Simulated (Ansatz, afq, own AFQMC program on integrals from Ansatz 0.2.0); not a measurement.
**Where AFQMC and coupled cluster stand for H$_{2}$Cl, doublet**

```
atom   x (Å)   y (Å)    z (Å)
   H  0.0000  0.0000  -1.0520
   H  0.0000  0.0000  -0.3070
  Cl  0.0000  0.0000   1.3590
```

Basis cc-pVTZ. Noble-gas cores (and the filled d shells of Ga–Kr and In–Xe) are frozen. AFQMC by an in-house program on the Cholesky factors that Ansatz 0.2.0 writes for its CCSD(T) run. ph-AFQMC/CISD is guided by a CISD state made of CCSD amplitudes; releasing the constraint for a short imaginary time cuts its bias at the price of noise, slowly where states lie close. Uncertainties: one standard error, sampling alone.

Determinant: UHF, the one that the program's search chose, which needn't be the lowest solution. The geometry is a point of a scan.

No full CI on the walks' own integrals is used here; CCSDT(Q) serves as the reference and is uncertain by about the last step of the cluster series.

The T1 diagnostic is 0.0132 and the weight of the determinant in the CISD state is 0.910. The ⟨S²⟩ of the determinant is 0.773. The size of the correlated space is 9 electrons in 57 orbitals.

```
  level  correlation energy (eV)
    MP2                  -5.5249
   CCSD                  -6.3091
CCSD(T)                  -6.5050
```

Estimate where phaseless AFQMC with a CISD trial lies against CCSD(T) on the same integrals.

15.5 ± 2.2 meV below CCSD(T).

Reference: CCSDT(Q), correlation energy -6.532 eV. The released energy is read at 2.40 1/Eh (meV from the phaseless value at times in 1/Eh: -6.0 ± 2.1 at 0.24, -6.9 ± 1.6 at 0.51, -9.0 ± 2.0 at 0.99, -13 ± 3 at 1.62, -9 ± 3 at 2.40).

```
         level  E − E(reference) (meV)  share of correlation (%)
       CCSD(T)                    26.7                     99.59
         CCSDT                     6.6                     99.90
 ph-AFQMC/CISD              11.2 ± 2.2                     99.83
released AFQMC               2.2 ± 2.6                     99.97
```

A walk keeps the symmetry of its determinant, which the program's search chose and which needn't be the lowest solution, so a lower state of the same spin and another symmetry isn't excluded. Released energies are given only where the last usable release times agree within the noise; a slower fall can still hide under it.
